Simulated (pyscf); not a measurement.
ethane (H₃C–CH₃) + SnH₃• → H₃C–SnH₃ + methyl (CH₃•), a substitution at C (doublet surface; C–C broken, C–Sn formed). PySCF, gas phase, ωB97X-D3(BJ)/def2-SVP geometries. Energies in kcal/mol from the separated reactants.

Small-basis levels: PySCF, no dispersion term, spherical d functions. Open shells are spin-unrestricted. 

**Question.** Quick HF/6-31G*+LANL2DZ single points give ΔE‡ = 61.9 kcal/mol and ΔE = +20.5 kcal/mol. What does ωB97M-D3(BJ)/def2-TZVP give, and how far is the quick result from it?

**Answer.** ωB97M-D3(BJ)/def2-TZVP gives ΔE‡ = 52.4 kcal/mol and ΔE = +26.4 kcal/mol. HF/6-31G*+LANL2DZ lies 9.5 kcal/mol over it in the barrier and 5.9 kcal/mol under it in the reaction energy, so on this step it does not hold to within 3.0 kcal/mol. ωB97M-D3(BJ)/def2-TZVP has limits of its own. One saddle was located; it need not be the lowest between these sides. The angle at the attacked C is 180°. In the def2 sets elements past Kr carry core potentials, without spin-orbit coupling.
